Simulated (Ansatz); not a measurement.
**LiS+ (triplet): the correlation ladder at distance S1–Li2 = 6.575 Å, cc-pVDZ**

One table from this session's results is given with a row withheld; the runs are named, their logs left out.

Computed with Ansatz 0.2.0, Gaussian basis. Level: cc-pVDZ, core rule «outside noble gas», up to 6 orbitals frozen.

The runs, in order: UHF; CCSD(T) on ROHF; CCSD(T) on UHF; BCCD(T) on ROHF; CCSDT(Q) on ROHF; CCSDT(Q) on UHF; Full CI.

63 further runs of the same task are left out: 43 for a known fault of the program, 18 that didn't finish, 2 set aside as unsound or not needed. Runs told in other sessions of the task aren't counted.

## The system

The geometry derives from a PBE0/def2-TZVP stationary point (not a proven minimum). One bond is set to the value named and the two fragments are kept rigid.

2 atoms, charge 1, spin multiplicity 3.

Atoms are counted from 1 here; the program's logs count them from 0.

No contacts short enough for the rule that draws bonds.

As a file:

```
S     0.0000    0.0000    0.0000
Li    0.0000    0.0000    6.5750
```

The first run:

File in.yaml:

```yaml
crystal:
  periodic: [false, false, false]
  atoms:
    - {symbol: S, position_ang: [0.000000, 0.000000, 0.000000]}
    - {symbol: Li, position_ang: [0.000000, 0.000000, 6.575000]}
basis:
  gaussian: {orbitals: cc-pVDZ}
total_charge: 1
magnetization: {spin_polarized: true, initial_magnetization: 2}
hamiltonian: {xc: hf}
output: {orbitals: {seedname: orbitals}}
```

Launch:

```console
$ ansatz run in.yaml --threads 1 --pin off --events-out ev --progress --plain --max-ram 2393MiB
```

Steps of the session up to this table: UHF; CCSD(T) on ROHF; CCSD(T) on UHF; BCCD(T) on ROHF; CCSDT(Q) on ROHF; CCSDT(Q) on UHF; Full CI.

One table of the session follows, with a row left open; its other results are not shown here.

```
   method  from FCI (meV)
     ROHF         +2942.0
      UHF         +2833.2
     RMP2          +531.6
     UMP2          +552.8
    RCCSD           +43.9
    UCCSD           +41.1
 RCCSD(T)           +10.8
 UCCSD(T)            +9.9
  BCCD(T)           +10.5
   RCCSDT            +3.2
   UCCSDT            +2.8
RCCSDT(Q)               ?
UCCSDT(Q)            +0.1
      FCI               0
```

Q: Estimate the row for RCCSDT(Q) from the others.

The run gave: from FCI (meV): +0.3. In the column «from FCI (meV)» it lies between UCCSDT(Q) (+0.1) and UCCSDT (+2.8).

Limits of these values: Levels on UHF freeze UHF's core orbitals, full CI those of ROHF, so the U rows can settle a little off it for that reason alone. Restricted and unrestricted rows rest on different reference determinants; a gap between their highest levels can come from leftover correlation error, from unlike frozen cores or from another state.
